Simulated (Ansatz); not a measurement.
in.yaml

```yaml
crystal:
  periodic: [false, false, false]
  atoms:
    - {symbol: N, position_ang: [0.000000, -0.402222, 1.503030]}
    - {symbol: O, position_ang: [0.000000, 0.563274, 0.584427]}
    - {symbol: S, position_ang: [0.000000, -0.105356, -0.948167]}
basis:
  gaussian: {orbitals: cc-pVDZ, fitting: {mean_field: def2-universal-jkfit}, point_charges: [{charge: -0.50, position_ang: [2.586, -0.887, -0.103]}]}
magnetization: {spin_polarized: false, initial_magnetization: 5}
correlation: {active_space: {window: {electrons: 5, orbitals: 6}}}
output: {forces: true}
```

```sh
$ ansatz run in.yaml --threads 1 --pin off --events-out ev --progress --plain --max-ram 2393MiB
```

Task: Roughly how long does this take on 1 thread of AMD EPYC 7B13, shared host, and how much host memory?

Result: 0.48 s wall and 0.1 GiB.

```
282 factors; integrals over basis functions are off by at most 8.2e-2 eV
mean field evaluation 1: about -14327.6094 eV, gradient 1.7e1 eV
mean field evaluation 2: about -14328.8599 eV, gradient 5.5e0 eV
mean field evaluation 4: about -14329.0879 eV, gradient 1.1e0 eV
mean field evaluation 8: about -14329.1022 eV, gradient 1.7e-6 eV
mean field -14329.10217118 eV, -526.5847921767 hartree, gradient 1.7e-6 eV, S^2 8.750000; 0 other end points of the search recorded, 0 dependent functions left out
reference -14329.10217118 eV, -526.5847921767 hartree; 18, 13 occupied and 28, 33 virtual orbitals, 282 factors
state -14329.10217118 eV, -526.5847921767 hartree
the calculation of the forces begins
Total energy: -14329.10217118 eV, -526.5847921767 hartree
Atom 0 at     0.000000    -0.402222     1.503030 Å, force     0.016878     0.417436     0.445712 eV/Å
Atom 1 at     0.000000     0.563274     0.584427 Å, force    -0.121474     2.243864     6.763854 eV/Å
Atom 2 at     0.000000    -0.105356    -0.948167 Å, force     0.336065    -2.697917    -7.077923 eV/Å
Dipole moment:     0.100566    -0.127476    -0.385832 e Å
```

The active space holds one configuration alone, so it describes no static correlation.

Natural occupations: 1.0000 1.0000 1.0000 1.0000 1.0000 0.0000.

Forces (eV/Å):
```
N    0.017  0.417  0.446
O   -0.121  2.244  6.764
S    0.336 -2.698 -7.078
```
